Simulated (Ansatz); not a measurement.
Results of PBE0 in Ansatz (plane waves, PAW) for hcp Zr.

Numerical settings: plane-wave cutoff 460 eV, 9×9×6 k mesh (along the axes of the cell as run), Fermi–Dirac smearing 0.05 eV, scalar-relativistic PAW data made under PBE.

Computed at the level's own relaxed cell.

**Question.** Predict the equilibrium lattice constant a and lattice parameter c.

**Answer.** 
* **equilibrium lattice constant a**: 3.260 Å
* **lattice parameter c**: 5.118 Å

Measured, for comparison: lattice constant a 3.232 Å, lattice parameter c 5.148 Å (293 K, no zero-point or thermal correction; as tabulated in Wikipedia's data pages). Computed (rounded) less measured: lattice constant a +0.9 %, lattice parameter c -0.6 %. A static lattice is as a rule a little smaller and stiffer than an uncorrected measurement, which narrows the difference in the lattice parameter c and would widen misses of the other sign.

Static lattice: no zero-point or thermal effects.

It cost around 40 core-minutes (rough) of CPU time.

Ansatz is a first-principles code.
